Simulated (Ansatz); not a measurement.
[H···H···O], triplet along the distance H1-H2

Starting geometry:

```xyz
3

H     0.0000    0.0000   -0.9037
H     0.0000    0.0000   -0.1587
O     0.0000    0.0000    1.0623
```

From there H2 is moved from one fragment to the other while all else, the fragments' distance too, stays fixed; atoms are numbered as listed. Energies are in eV, counted from the starting geometry at the same level.

Basis 6-31G; Ansatz 0.2.0. Correlated methods freeze the noble-gas cores. Prefix R: restricted or restricted open-shell reference; prefix U: unrestricted. Active spaces: valence = (8e, 6o) chosen from the atoms' valence shells.

Runs in a small pair space aren't shown, since their orbitals change along the scan.

Full CI is exact within this basis and frozen core; it isn't the basis-set limit. The frozen core follows each run's orbitals, which can shift R against U totals by a few meV.

```tsv
distance H1-H2 (Å)	full CI	unpaired electrons (full CI)	error RHF	error UCCSD	error BCCD(T)	error UCCSDT(Q)	error UCCSDTQ	error NEVPT2 (valence space)
0.693	0.013	2.01	-0.158	-0.003	-0.001	0.000	0.000	0.023
0.745	0.000	2.01	0.000	0.000	0.000	0.000	0.000	0.000
0.778	0.020	2.01	0.112	0.002	0.001	0.000	0.000	-0.015
0.811	0.048	2.01	0.225	0.003	0.001	0.000	0.000	-0.031
0.844	0.079	2.01	0.321	0.004	0.002	0.000	0.000	-0.047
0.877	0.109	2.01	0.363	0.004	0.002	0.000	0.000	-0.062
0.910	0.138	2.01	0.335	0.004	0.002	0.000	0.000	-0.076
0.943	0.172	2.01	0.266	0.003	0.002	0.000	0.000	-0.088
0.976	0.220	2.01	0.182	0.002	0.001	0.000	0.000	-0.097
```

Unpaired electrons are Σ n²(2−n)² over natural occupations. Errors are those of relative energies. In total energy the starting point itself misses full CI by: RHF 2.818, UCCSD 0.028, BCCD(T) 0.009, UCCSDT(Q) 0.000, UCCSDTQ -0.001, NEVPT2 (valence space) 0.493 eV.

Spread of the error over the points with a reference, to 0.976 Å (largest less smallest): UCCSDTQ 0.000, UCCSDT(Q) 0.001, BCCD(T) 0.003, UCCSD 0.007, NEVPT2 (valence space) 0.119, RHF 0.521 eV.
